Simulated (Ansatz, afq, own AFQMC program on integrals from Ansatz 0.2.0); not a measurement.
**PdSiH$_{2}$, triplet: AFQMC among the cluster methods**

```csv
atom,x (Å),y (Å),z (Å)
Pd,-0.0083,0.0000,0.4035
Si,0.0686,0.0000,-1.3839
H,-0.5148,-1.2227,-2.0200
H,-0.5148,1.2227,-2.0200
```

Connectivity, by distances: Pd–SiH2.

Basis def2-SVP with its core potentials. Only valence electrons are correlated. Integrals, coupled cluster, full CI and functionals: Ansatz 0.2.0; the random walks run on the same integrals in our own AFQMC program. The CISD trial takes its coefficients from CCSD amplitudes. Released means that phaseless walkers are propagated on without the constraint, phases kept. ± is one standard error of the sampling. No spin–orbit coupling. The metal's outer-core s and p shells are frozen, which shifts wave-function levels against functionals.

Determinant: UHF, the one that the program's search chose, which needn't be the lowest solution. The geometry is a point of a scan.

No full CI on the walks' own integrals is used here; CCSDT(Q) serves as the reference and is uncertain by about the last step of the cluster series.

Cautions: no spin-orbit coupling; outer-core shells of the metal frozen; lower spins were not checked; higher spins were not checked.

- T1 diagnostic: 0.0222
- weight of the determinant in the CISD state: 0.861
- ⟨S²⟩ of the determinant: 2.015
- size of the correlated space: 16 electrons in 50 orbitals

```tsv
level	correlation energy (eV)
MP2	-9.5985
CCSD	-9.6405
CCSD(T)	-10.0292
```

Task: Estimate where AFQMC with the constraint released lies against CCSD(T) on the same integrals.

Result: 0.01 ± 0.25 kcal/mol below CCSD(T). The gap is under twice the noise, so this walk alone can't tell the two apart.

Reference: CCSDT(Q), correlation energy -10.031 eV. The released energy is read at 2.60 1/Eh (meV from the phaseless value at times in 1/Eh: -5 ± 4 at 0.24, -5 ± 4 at 0.60, -16 ± 5 at 1.20, -17 ± 9 at 1.80, -1 ± 11 at 2.60).

| level | E − E(reference) (kcal/mol) | share of correlation (%) |
| --- | --- | --- |
| CCSD(T) | 0.04 | 99.98 |
| CCSDT | -0.01 | 100.01 |
| ph-AFQMC/CISD | 0.04 ± 0.14 | 99.98 |
| released AFQMC | 0.02 ± 0.25 | 99.99 |

A walk keeps the symmetry of its determinant, which the program's search chose and which needn't be the lowest solution, so a lower state of the same spin and another symmetry isn't excluded. Released energies are given only where the last usable release times agree within the noise; a slower fall can still hide under it.
